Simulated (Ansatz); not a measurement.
Ideal-gas functions of C₂H₂O₃ (`O=C1OCO1`) at 500 K and 1 bar, from an Ansatz frequency run at PBE0-D4/def2-TZVP.

Molar mass 74.03 g/mol, point group C2v (symmetry number 2), electronic degeneracy 1, moments of inertia 34.469, 87.322, 118.439 u Å². Harmonic wavenumbers (cm⁻¹, unscaled): 274, 543, 778, 835, 929, 1059, 1118, 1122, 1132, 1156, 1402, 1537, 2018, 3089, 3164.

Use S(trans) = R[1.5 ln M + 2.5 ln T − 1.1517]; rotational temperatures θ = 24.2544 K / I; S(rot) = R[ln(√π/σ · √(T³/θAθBθC)) + 1.5]; for each mode x = 1.438777 ν̃/T, S = R[x/(eˣ − 1) − ln(1 − e⁻ˣ)] and H = RT x/(eˣ − 1); 1 cm⁻¹ = 0.0119627 kJ/mol; R = 8.31446 J/(mol·K).

Problem. By hand: the entropy, in J/(mol·K).

Solution. Translation 173.3. Rotation: θ = 0.7037, 0.2778, 0.2048 K, giving 102.4. Vibration, mode by mode: 10.50, 5.40, 3.16, 2.78, 2.24, 1.67, 1.46, 1.44, 1.41, 1.33, 0.75, 0.55, 0.17, 0.01, 0.01, in all 32.9. Electronic 0.0. Sum 308.6 J/(mol·K).

Problem. By hand: H − E and G − E in kJ/mol, counted from the electronic energy.

Solution. Zero-point energy ½ × 20156 × 0.0119627 = 120.6; thermal vibration 10.8; translation, rotation and pV give 4 RT = 16.6. H − E = 148.0 kJ/mol, and G − E = 148.0 − 500 × 308.6/1000 = -6.3 kJ/mol.

Vibration gives 11 % of the entropy.
